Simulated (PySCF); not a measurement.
# Core-level binding energies of `CSC[PH2]=S`

C2H7PS2.
Bonds: C1–S2, S2–C3, C3–P4, P4–S5 (double). Hydrogens: H6, H7, H8 on C1; H9, H10 on C3; H11, H12 on P4.

Computed, not measured: delta-SCF UKS SCAN, pcX-2 on the ionised atom, pcseg-1 elsewhere, spin-free X2C in PySCF 2.14.0. Binding energies are ΔSCF values: E(core-ionised, relaxed orbitals) − E(ground state) at a fixed geometry, referred to the vacuum level.

**Question.** Give the core binding energies atom by atom.

**Answer.** 
| atom(s) | bonded to | level | binding energy (eV) | 2p1/2 (eV) | above the level's lowest (eV) | count |
| --- | --- | --- | --- | --- | --- | --- |
| C1 | S and 3 H | C 1s | 291.65 | – | +0.01 | 1 |
| S2 | 2 C | S 1s | 2477.44 | – | +1.88 | 1 |
| C3 | S, 2 H and P | C 1s | 291.64 | – | 0.00 | 1 |
| P4 | S (double bond), C and 2 H | P 2p3/2 | 138.25 | 139.13 | 0.00 | 1 |
| P4 | S (double bond), C and 2 H | P 1s | 2152.05 | – | 0.00 | 1 |
| S5 | P (double bond) | S 1s | 2475.56 | – | 0.00 | 1 |

The 2 C 1s values lie within 0.01 eV of each other; Gaussian lines of 0.5 eV full width would blend them into one maximum.

Lowest listed S 1s: S5, bonded to P (double bond). Highest, 1.88 eV above it: S2, bonded to 2 C.

**Question.** What is the longest wavelength that can ionise S 1s of S5 vertically?

**Answer.** λ = hc/E = 12398.42 eV Å / 2475.56 eV = 5.008 Å.

**Question.** Which effective nuclear charge Zeff reproduces each element's mean 1s value in the hydrogen-like formula E = 13.606 eV × Zeff²?

**Answer.** C (Z = 6): mean 291.6 eV, Zeff = 4.63, Z − Zeff = 1.37; P (Z = 15): mean 2152.1 eV, Zeff = 12.58, Z − Zeff = 2.42; S (Z = 16): mean 2476.5 eV, Zeff = 13.49, Z − Zeff = 2.51. Means run over the listed sites, weighted by atom count.

Not every level is listed. Spin–orbit coupling isn't in the SCF: each 2p doublet comes from a relaxed spin-free hole plus a matrix of the shell (mean-field spin–orbit coupling and the ground-state 2p splitting), with 2p3/2 averaged over its two sublevels. 2p1/2 minus 2p3/2 (ligand field included): P 0.89 eV. One conformer (not necessarily the lowest) at the GFN2-xTB geometry, without solvent, vibrations or thermal averaging. GFN2-xTB frequencies show an imaginary mode (31i cm⁻¹), so this geometry is no minimum at that level.

Conformer computed: `[CH3:1][S:2][CH2:3][PH2:4]=[S:5]`: C1–S2–C3–P4 -75°, S2–C3–P4–S5 141°.
